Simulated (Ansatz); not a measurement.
Write a Python script for Ansatz 0.2.0 through its Python package that makes a ranking of conformers of C3H6FN, SMILES C=CC(N)F. Settings (for the species named): B3LYP, 6-31G* basis, multiplicity 1.

The script, `c3h6fn.py`:
```python
"""Conformer energies of C3H6FN."""

import ansatz as az
from rdkit import Chem
from rdkit.Chem import AllChem


def main() -> None:
    rd = Chem.AddHs(Chem.MolFromSmiles("C=CC(N)F"))
    ids = list(AllChem.EmbedMultipleConfs(rd, numConfs=20, randomSeed=82, pruneRmsThresh=0.4))
    field = [energy for _, energy in AllChem.MMFFOptimizeMoleculeConfs(rd)]
    distinct = {round(e, 2): i for i, e in zip(ids, field)}
    chosen = sorted(distinct.items())[:4]
    found = []
    for force_field, index in chosen:
        mol = az.Crystal.molecule()
        for atom, xyz in zip(rd.GetAtoms(), rd.GetConformer(index).GetPositions()):
            mol = mol.atom(atom.GetSymbol(), xyz.round(5).tolist())
        model = mol.calculation()
        model = model.basis(gaussian="6-31G*")
        model = model.functional("b3lyp")
        found.append(model.run(threads=1, backend="cpu").report["free_energy_ev"])
    print("conformer   MMFF (kcal/mol)   this level (kJ/mol)")
    for (force_field, index), e in zip(chosen, found):
        print(f"{index:9d} {force_field - chosen[0][0]:17.2f} {96.485332 * (e - min(found)):17.3f}")


if __name__ == "__main__":
    main()
```

```console
$ python c3h6fn.py
conformer   MMFF (kcal/mol)   this level (kJ/mol)
        2              0.00             0.000
        1              2.12            13.308
        5              2.23            20.349
        4              2.71            15.614
```

The conformers keep their force-field geometries. b3lyp holds the VWN-RPA fit, as in Gaussian; the form of ORCA and Turbomole is b3lyp5. The whole script took 10 s on 1 thread of Arm Neoverse V1, with other jobs on the host, peak memory 0.28 GiB.
